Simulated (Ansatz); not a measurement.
# Match the barriers

Saddle point of CH$_{5}$BO, closed shell (CH₅BO ([BH2][O][CH3]) → CH₂O ([CH2][O]) + BH₃ (still joined by a long B–O bond); bonds formed: B1–H4; bonds broken: C3–H4; bonds weakened to dative contacts: B1–O2), PBE0-D4/def2-TZVP structure:

```xyz
8
angstrom
B -0.9329 0.1295 0.3755
O -0.0670 -0.4987 -0.9785
C 1.0285 -0.2210 -0.4943
H -0.1712 0.9685 0.8509
H -1.7999 0.6915 -0.2348
H -1.1584 -0.8174 1.0745
H 1.7592 0.3614 -1.0750
H 1.3418 -0.6135 0.4817
```

Program: Ansatz 0.2.0. Basis: def2-TZVPP, with def2-QZVPP for the basis limit. Cores are frozen in the correlated methods. Extrapolation: Hartree–Fock as exp(−7.88 √X), correlation as X^−2.97. Four methods, as single points on the PBE0-D4 structures, gave these electronic barriers from the start structure: 2.495, 2.593, 2.773, 2.863 eV.

Q: The methods were, in alphabetical order, BHLYP-D4, HF, PBE0-D4, SPW92. Which gave which? (A judgement: the text doesn't fix the answer.)

A: The calculation gives: SPW92 2.495; PBE0-D4 2.593; BHLYP-D4 2.773; HF 2.863 eV. For comparison, CCSD(T) at an estimated basis limit (MP2 extrapolated from triple and quadruple zeta, plus CCSD(T) − MP2 in triple zeta) gives 2.668 eV.

The T1 diagnostic stays at or below 0.020.

Labels in which every atom is bracketed show which atoms are joined, not bond orders.

For scale, one of the runs: CCSD(T)/def2-TZVPP, 163 basis functions, launched by `ansatz run in.yaml --threads 2 --pin off --events-out ev --progress --plain --max-ram 4352MiB`. Hardware: 2 CPU threads of an Arm Neoverse V2, shared host. Wall time 18 s; peak host memory 1.3 GiB.
